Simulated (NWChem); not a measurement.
# Correlation energy of CN (-1)

```xyz
2

C      0.0000     0.0000     0.6413
N      0.0000     0.0000    -0.5497
```
Charge -1, spin multiplicity 1.

The numbers come from NWChem runs, not from measurements. Structure: optimised with PBE/def2-SVP, a minimum by its harmonic frequencies.

Basis set: def2-SVPD. Each correlation energy counts from its own Hartree-Fock reference.

The correlated methods keep 2 core orbitals frozen. The structure started from a generated list of species. The anion's geometry comes from a basis without diffuse functions. Coupled-cluster values serve here as a point of comparison, not as the truth.

Question: One of these methods gave a correlation energy of -297.6 mHa. Which?
(A) SCS-MP2
(B) CR-CCSD[T]
(C) MP2
(D) CCSD

Answer: C, MP2. The others give -288.4 (SCS-MP2), -314.6 (CR-CCSD[T]), -302.1 (CCSD).
